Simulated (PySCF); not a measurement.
## Atomic charges by several schemes

Species: C₆H₁₁ (charge +1).
Z-matrix (Å and degrees, GFN2-xTB geometry), rows numbered from 1:
```
C 
C   1  1.4619
C   2  1.4638  1  117.60
C   2  1.4057  1  123.29  3  -179.73
C   4  1.5557  2  121.23  1   -35.07
C   5  1.4533  4   62.16  2   107.56
H   1  1.0908  2  110.78  3   -37.71
H   1  1.0861  2  114.68  3  -163.26
H   1  1.0962  2  107.83  3    76.59
H   3  1.0968  2  107.77  1    94.63
H   3  1.0889  2  112.77  1  -148.74
H   3  1.0881  2  112.46  1   -22.58
H   4  1.0831  2  116.13  1   177.71
H   5  1.0798  4  113.48  6   112.34
H   5  1.0793  4  116.85  6  -111.76
H   6  1.0799  4  113.73  5  -112.32
H   6  1.0793  4  116.49  5   111.61
```

Density: PBE0/pcSseg-1 (PySCF); schemes: Mulliken, IAO, Hirshfeld and ESP-fitted. Geometry: GFN2-xTB, one conformer, isolated ion.

Question: Atoms with like bonding are taken together and averaged. Which atoms carry the highest charge in the Mulliken, IAO, Hirshfeld and ESP-fitted schemes?

Answer: The schemes don't all agree: Mulliken H14/H16 (+0.199); IAO C2 (+0.297); Hirshfeld C2 (+0.200); ESP-fitted C2 (+0.619).

Question: Which atoms carry the lowest charge in the Mulliken, IAO, Hirshfeld and ESP-fitted schemes?

Answer: The schemes don't all agree: Mulliken C2 (-0.258); IAO C1/C3 (-0.442); Hirshfeld C1/C3 (-0.076); ESP-fitted C1/C3 (-0.560).

Question: At which atom do the 4 schemes differ most?

Answer: At C2: from -0.258 (Mulliken) to +0.619 e (ESP-fitted), 0.877 e apart.

Question: What partial charge does each atom carry?

Answer: In e; atoms taken as equivalent share a row and are averaged (×n: the atom named and its like, n in all):

```tsv
atom	environment	Mulliken	IAO	Hirshfeld	ESP-fitted
C1/C3	methyl carbon	-0.164	-0.442	-0.076	-0.560
C2	formal carbocation centre	-0.258	+0.297	+0.200	+0.619
C4	three-membered-ring carbon	-0.244	-0.157	-0.007	-0.399
C5/C6	three-membered-ring carbon	-0.117	-0.214	-0.012	-0.169
H7 (×6)	methyl hydrogen	+0.190	+0.203	+0.092	+0.212
H13	methine hydrogen	+0.157	+0.186	+0.081	+0.235
H14/H16	methylene hydrogen	+0.199	+0.203	+0.096	+0.205
H15/H17	methylene hydrogen	+0.184	+0.182	+0.081	+0.159
```

Mean size of the charges over all atoms: ESP-fitted 0.277 e, IAO 0.232 e, Mulliken 0.184 e, Hirshfeld 0.081 e. Each set sums to the total charge, 1, to within 0.001 e. The Mulliken scheme gives each basis function's population to the atom it is centred on and halves the overlap population of two atoms between them.

Some averages cover members that differ in this geometry: H7 (×6), IAO +0.176 to +0.225; H7 (×6), Mulliken +0.166 to +0.211; H7 (×6), ESP-fitted +0.194 to +0.227; H7 (×6), Hirshfeld +0.076 to +0.105 e.

Question: How closely do the schemes follow one another over all atoms?

Answer: Correlation coefficient and root-mean-square difference: Hirshfeld with ESP-fitted 0.98, 0.242 e; IAO with Hirshfeld 0.96, 0.173 e; IAO with ESP-fitted 0.95, 0.108 e; Mulliken with IAO 0.70, 0.170 e; Mulliken with ESP-fitted 0.56, 0.257 e; Mulliken with Hirshfeld 0.50, 0.155 e.

Question: Sum the charges by element.

Answer: 
| element | atoms | Mulliken | IAO | Hirshfeld | ESP-fitted |
| --- | --- | --- | --- | --- | --- |
| C | 6 | -1.062 | -1.172 | +0.016 | -1.239 |
| H | 11 | +2.062 | +2.172 | +0.984 | +2.239 |

These values come from a run that also computed NMR shieldings. The run took 12 s on one thread of an x86-64 server (shared host).
